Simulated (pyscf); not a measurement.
Single points on ωB97X-D3(BJ)/def2-SVP structures (PySCF, gas phase). Correlated levels are frozen-core, on RHF or UHF. ΔMP2 is the change of the MP2 total energy from the triple- to the quadruple-zeta basis.

Question: How much does it cost (ΔH, 298 K, CCSD(T)/def2-TZVPP + ΔMP2(QZVPP)) to split HO–Al(F)–Cl at its Al–Cl bond into [HO–Al–F]• + Cl•?

Answer: Al–Cl to [HO–Al–F]• + Cl•: 118.0 kcal/mol. The radicals are drawn with the spin at the cut bond; how far it spreads was not checked. Other isomers of [HO–Al–F]• were not searched in full and may lie lower. The CCSD(T) − MP2 part came from Ansatz, without density fitting, on the same reference. Left out: the spin-orbit lowering of Cl.
